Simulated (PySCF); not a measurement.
# Which basis set comes closest?

Molecule: `OF`, FHO.

Structure with atom numbers: `[OH:1][F:2]`. Hydrogens are named by the atom that carries them.

Geometry PBE0-D3(BJ)/def2-SVP throughout; GIAO in PySCF 2.14, gas phase, one conformer, non-relativistic; equivalent atoms averaged; functional PBE0.

Reference values (HF/multiwavelet basis limit; gas (isolated, no vibration); Jensen, Fla, Jonsson, Monstad, Ruud, Frediani, PCCP 2016, 18, 21145): σ(O1) = -139.3 ppm, σ(H(O1)) = 19.00 ppm, σ(F2) = 287.6 ppm.

How do the basis sets STO-3G, 6-31G, pcSseg-0, 6-31G*, def2-SVP, cc-pVDZ, pcSseg-1, aug-cc-pVDZ, 6-311+G(2d,p), def2-TZVP, cc-pVTZ, IGLO-III, pcSseg-2, pcSseg-3 perform against the reference? Times are CPU seconds on shared hosts with different chips, so compare them loosely.

Results:


```
    basis set  functions     O1  H(O1)     F2  abs. error O  abs. error H  abs. error F  core-s
       STO-3G         11  153.8  28.58  167.5         293.1          9.58         120.1     0.3
        6-31G         20  -39.1  23.34  195.0         100.2          4.34          92.6     0.6
     pcSseg-0         20  -68.1  23.81  165.5          71.2          4.81         122.1    0.83
       6-31G*         30  -16.3  22.71  215.5         123.0          3.71          72.1     0.7
     def2-SVP         33  -23.9  22.07  220.6         115.4          3.07          67.0       1
      cc-pVDZ         33  -26.6  22.13  215.7         112.7          3.13          71.9    0.98
     pcSseg-1         39  -72.2  21.08  209.5          67.1          2.08          78.1     0.9
  aug-cc-pVDZ         55  -44.3  21.04  238.5          95.0          2.04          49.1     1.3
6-311+G(2d,p)         60  -71.5  21.34  224.6          67.8          2.34          63.0       1
    def2-TZVP         68  -66.4  21.53  222.2          72.9          2.53          65.4     1.6
      cc-pVTZ         74  -55.9  21.25  223.8          83.4          2.25          63.8     1.6
     IGLO-III         80  -79.3  20.97  220.5          60.0          1.97          67.1     1.6
     pcSseg-2         86  -77.0  20.72  220.9          62.3          1.72          66.7     1.3
     pcSseg-3        177  -77.8  20.52  221.9          61.5          1.52          65.7     5.2
```

For 17O the closest is IGLO-III (60.0 ppm) and the furthest STO-3G (293.1 ppm).

For 1H the closest is pcSseg-3 (1.52 ppm) and the furthest STO-3G (9.58 ppm).

For 19F the closest is aug-cc-pVDZ (49.1 ppm) and the furthest pcSseg-0 (122.1 ppm). Where a smaller basis beats a larger one, errors probably cancel; the largest sets show where the functional converges. One molecule is a small sample, and the reference may use another geometry.

A small basis that lands close on one nucleus may do so by chance; judge by the trend and by all nuclei.
